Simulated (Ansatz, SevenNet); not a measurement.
## How well does each level of theory give the elastic constant C44 of 3C-SiC?

Reference value: 256 GPa (measured, temperature not stated, no zero-point or thermal correction; as tabulated in Råsander and Moram (2015), arXiv:1505.02379).

| level (code) | value (GPa) | cell (Å³/atom) | difference (%) |
|---|---|---|---|
| SevenNet-l3i5 | 176 | 10.50 | -31 |
| LDA (Ansatz) | 252 | 10.14 | -1.6 |
| PBE (Ansatz) | 239 | 10.50 | -6.6 |
| PBE-D3(BJ) (Ansatz) | 248 | 10.28 | -3.1 |
| r²SCAN+rVV10 (Ansatz) | 262 | 10.30 | +2.3 |

The reference's temperature isn't stated, so close values are not ranked against it. Off by more than 25 %, or 35 % on the side where a correction would as a rule narrow the miss (bounds picked here): SevenNet-l3i5 (-31 %).

The measured value isn't corrected to a static lattice, so vibrations enter the comparison. A static lattice is as a rule stiffer than a warm one, by over a tenth in soft solids.  PBE-D3(BJ): the dispersion coefficients are held fixed in the derivatives. Each level is taken at its own relaxed cell. Cutoffs differ between the levels. Ansatz's density-functional and Hartree–Fock values are scalar-relativistic unless marked +SOC, with PAW data made under PBE.

Machine-learned potentials (SevenNet-l3i5) are trained on DFT data: a solid inside that data is no test of them.

Differences are worked out from the printed values.

Ansatz is an electronic-structure program.
